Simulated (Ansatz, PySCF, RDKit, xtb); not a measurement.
# Which structure has the formula C2H6B?

Given the formula C2H6B (odd number of electrons) and nothing else, which arrangement of the atoms is the most stable in the gas at 298.15 K, and what are its properties?

The funnel: GFN2-xTB relaxations, single points with a density functional, relaxations at PBE0-D3(BJ)/def2-SVP, harmonic vibrations, and a last energy at a higher level. All values are calculated.

5 further runs of the same task are left out: 5 set aside as unsound or not needed.

## 1. Drawing up candidates

All bonding patterns within simple valence rules are listed by program: one Lewis structure each, at most two rings and one unusual centre or charged pair. O–O, O–halogen and N–halogen bonds and N–N–N chains are not drawn. That gives 7 candidates.

| label | SMILES | spin |
| --- | --- | --- |
| c031 | [BH3-][CH+][CH2] | doublet |
| c045 | B[CH]C | doublet |
| c070 | [BH]CC | doublet |
| c204 | BC[CH2] | doublet |
| c217 | [CH2]BC | doublet |
| c408 | [CH2][BH2-][CH2+] | doublet |
| c739 | C[B]C | doublet |

Candidates are built by distance geometry, with a force field where one applies, in up to four conformers (letters a to d).

Q: Predict the outcome of this search (final energies at CCSD(T)/def2-SVP + MP2/def2-TZVPP - MP2/def2-SVP).

| quantity | value |
| --- | --- |
| lowest structure found | [CH2]BC, doublet, Cs |
| next finalist | B[CH]C, doublet, 7.7 kcal/mol higher in G |
| share at equilibrium, among the finalists | 100.0 % |
| harmonic wavenumbers, lowest and highest (PBE0-D3(BJ)/def2-SVP) | 77 and 3236 cm⁻¹ |
| rotational constants, same geometry | 1.377, 0.266, 0.2324 cm⁻¹ |
| dipole moment (PBE0/def2-TZVPD) | 0.77 D |
| HOMO energy (highest over α and β) (PBE0/def2-TZVPD) | -7.64 eV |
| LUMO energy (lowest over α and β) (PBE0/def2-TZVPD) | -3.27 eV |
| lowest excitation (TD-CAM-B3LYP/def2-SVPD) | 3.46 eV (f = 0.000) |
| strongest of the states computed, same level | 6.39 eV (f = 0.170) |
| vertical ionisation energy (to the singlet cation) | 10.16 eV |
| vertical electron affinity | 1.39 eV |
| vertical quartet less doublet | +6.45 eV |

`[CH2]BC` comes out lowest. The margin of 7.7 kcal/mol over the next finalist is beyond the usual error of the last level; it says nothing of structures that weren't ranked. HF/STO-3G, r2SCAN-D4/def2-SVP, PBE0-D3(BJ)/def2-SVP, HF/def2-SVP and MP2/def2-SVP already put its bonding pattern lowest among the structures in one piece; GFN2-xTB favours the doublet [BH2]1[CH2][CH2]1 ‡ (c204a, not a finalist). The stability test raises a flag; for an open shell a flag towards a general spinor solution can be the free rotation of the spin. Lowest found is not proven lowest: the search is finite, and each finalist counts with one conformer. Patterns outside the rules of the enumeration were met only by chance.

‡ marks the bonded skeleton alone, with all bonds drawn single: no Lewis structure was assigned that passes a check against the bond lengths.
